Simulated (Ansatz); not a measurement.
**BF (SMILES [B]F) at 6 levels**

We compute a comparison of 6 runs (B3LYP/STO-3G, CAM-B3LYP/STO-3G, HSE06/STO-3G, PBE0/STO-3G, UMP2/STO-3G, CCSD(T)/STO-3G) of BF. 

The calculation is run with Ansatz 0.2.0.

35 further runs of the same task are left out: 1 that didn't finish, 34 set aside as unsound or not needed.

**1. The structure to begin with**

BF has 2 atoms, charge 0, and is taken as a singlet. SMILES: `[B]F`. The F2–B1 distance was set to 2.526 Å, away from the relaxed value.

**2. The energy at B3LYP/STO-3G (run 1)**

molecule.yaml

```yaml
crystal:
  periodic: [false, false, false]
  atoms:
    - {symbol: B, position_ang: [0.000000, -0.000000, -1.272460]}
    - {symbol: F, position_ang: [-0.000000, 0.000000, 1.253740]}
basis:
  gaussian:
    orbitals: STO-3G
accuracy: high
magnetization:
  spin_polarized: false
hamiltonian:
  xc: {name: B3LYP}
```

On the command line:

```
$ ansatz run molecule.yaml --threads 1 --pin off --max-ram 3480MiB --events-out events.jsonl --progress --plain --runs-dir runs
```

The log of the run:

```text
Warning: RAYON_NUM_THREADS=1 ignored (pool sized by the plan → 1); use --threads N
Functional definition: B3LYP
  name "B3LYP"
  parameter a0 = 0.2
  parameter ax = 0.72
  parameter ac = 0.81
  exchange = (1 - a0 - ax)*slater_x + ax*b88_x + a0*exact_x
  correlation = (1 - ac)*vwn_rpa_c + ac*lyp_c
146 factors; integrals over basis functions are off by at most 2.3e-8 eV
mean field evaluation 1: about -3327.1358 eV, gradient 1.8e1 eV
mean field evaluation 2: about -2979.6273 eV, gradient 5.9e1 eV
mean field evaluation 4: about -3325.1549 eV, gradient 1.4e1 eV
mean field evaluation 8: about -3335.0194 eV, gradient 5.5e-2 eV
mean field -3335.01942708 eV, -122.5597033880 hartree, gradient 3.2e-8 eV, S^2 0.000000; 0 other end points of the search recorded, 0 dependent functions left out
reference -3335.01944643 eV, -122.5597040991 hartree; 7, 7 occupied and 3, 3 virtual orbitals, 146 factors
Total energy: -3335.01944643 eV, -122.5597040991 hartree
```

Run time: 0.22 s. Hardware: 1 thread of Intel Xeon 6975P-C (Granite Rapids), shared host.

**3. The energy at CAM-B3LYP/STO-3G (run 2)**

input.yaml

```yaml
crystal:
  periodic: [false, false, false]
  atoms:
    - symbol: B
      position_ang: [0.000000, -0.000000, -1.272460]
    - symbol: F
      position_ang: [-0.000000, 0.000000, 1.253740]
basis:
  gaussian: {orbitals: STO-3G}
hamiltonian: {xc: {name: CAM-B3LYP}}
accuracy: high
```

On the command line:

```
$ ansatz run input.yaml --threads 1 --pin off --max-ram 3480MiB --events-out events.jsonl --progress --plain --runs-dir runs
```

The log of the run:

```text
Warning: RAYON_NUM_THREADS=1 ignored (pool sized by the plan → 1); use --threads N
Functional definition: CAM-B3LYP
  name "CAM-B3LYP"
  parameter alpha = 0.19
  parameter beta = 0.46
  parameter omega = 0.33/bohr
[... 1 set-up line as earlier in the session ...]
  exchange = (1 - alpha - beta)*b88_x + beta*b88_x_sr(omega) + alpha*exact_x + beta*exact_x_lr(omega)
  correlation = (1 - ac)*vwn5_c + ac*lyp_c
146 factors; integrals over basis functions are off by at most 2.3e-8 eV
100 factors; integrals over basis functions are off by at most 8.2e-10 eV
mean field evaluation 1: about -3325.0655 eV, gradient 1.5e1 eV
mean field evaluation 2: about -2981.6992 eV, gradient 8.1e1 eV
mean field evaluation 4: about -3326.0332 eV, gradient 1.8e1 eV
mean field evaluation 8: about -3332.7320 eV, gradient 6.8e0 eV
mean field evaluation 16: about -3332.9666 eV, gradient 7.5e-4 eV
mean field -3332.96660066 eV, -122.4842634082 hartree, gradient 4.9e-9 eV, S^2 0.000000; 0 other end points of the search recorded, 0 dependent functions left out
reference -3332.96660990 eV, -122.4842637478 hartree; 7, 7 occupied and 3, 3 virtual orbitals, 146 factors
Total energy: -3332.96660990 eV, -122.4842637478 hartree
```

Run time: 0.26 s. Hardware: 1 thread of Intel Xeon 6975P-C (Granite Rapids), shared host.

Runs 3 to 5 aren't shown in full; the table further down has their settings and results.

**4. The energy at CCSD(T)/STO-3G (run 6)**

job.yaml

```yaml
crystal:
  periodic: [false, false, false]
  atoms:
    - {symbol: B, position_ang: [0.000000, -0.000000, -1.272460]}
    - {symbol: F, position_ang: [-0.000000, 0.000000, 1.253740]}
basis:
  gaussian:
    orbitals: STO-3G
correlation:
  method: ccsd_t
  frozen_orbitals: {B: 1, F: 1}
accuracy: high
scf:
  omitted_lower_state_checks: [cluster_reference, increment]
```

On the command line:

```
$ ansatz run job.yaml --threads 1 --pin off --max-ram 3480MiB --events-out events.jsonl --progress --plain --runs-dir runs
```

The log of the run, cut to the lines that bear on the results:

```text
Warning: RAYON_NUM_THREADS=1 ignored (pool sized by the plan → 1); use --threads N
Functional definition: HF
  name "HF"
[...]
146 factors; integrals over basis functions are off by at most 2.3e-8 eV
[...]
mean field -3319.39369524 eV, -121.9854683343 hartree, gradient 2.8e-8 eV, S^2 0.000000; 1 other end points of the search recorded, 0 dependent functions left out; unrestricted orbitals would lower it
2 core orbitals not correlated: weight in the atoms' cores, before any rotation towards them, 1.000 or more for the frozen orbitals, at most 0.000 for the correlated occupied ones
reference -3319.39369524 eV, -121.9854683343 hartree; 5, 5 occupied and 3, 3 virtual orbitals, 146 factors
second order -3.24990272 eV of doubles, -0.00000000 eV of singles
cycle   1  -2.70002291 eV  change    -1.1e0 eV  update   1.5e-1
[...]
cycle  30  -5.55023964 eV  change  -4.3e-11 eV  update  1.4e-10
perturbative correction -0.03078076 eV, -0.0011311721 hartree
WARN: these amplitudes may be one of several solutions (largest doubles amplitude 0.68, level shift 10.97 eV)
Total energy: -3324.97471564 eV, -122.1905670510 hartree
Checks for a lower state left out: cluster_reference, increment
```

Wall time 0.1 s (1 thread of Intel Xeon 6975P-C (Granite Rapids), shared host).

**5. The series**

```
run             level  frozen core orbitals  energy (Eh)  wall time
  1      B3LYP/STO-3G                     –  -122.559704     0.22 s
  2  CAM-B3LYP/STO-3G                     –  -122.484264     0.26 s
  3      HSE06/STO-3G                     –  -122.432657     0.32 s
  4       PBE0/STO-3G                     –  -122.436747     0.24 s
  5       UMP2/STO-3G                     2  -122.158540     0.16 s
  6    CCSD(T)/STO-3G                     2  -122.190567      0.1 s
```

**6. Summary of results**

```
                                          quantity          value
                               run 6: total energy  -122.19057 Eh
run 6: correlation energy (2 core orbitals frozen)     -205.1 mEh
                             run 6: (T) correction      -1.13 mEh
                              run 6: T1 diagnostic          0.064
```

In words: Totals of different functionals can't be ranked against each other. In run 6 the T1 diagnostic is large, so a single reference may not serve. In run 6 the log says that unrestricted orbitals would lower the reference, so the values rest on an unstable closed-shell determinant (other closed-shell runs at this shape may share the fault). In runs 1, 2, 3, 4, 5, 6 the basis is minimal, so the values are rough. Spin contamination of the reference: run 5 ⟨S²⟩ = 0.95. Where it is this large, the reference is a mixture of spin states, and values that rest on it are in doubt. All runs together took 1.3 s, the longest 0.32 s.
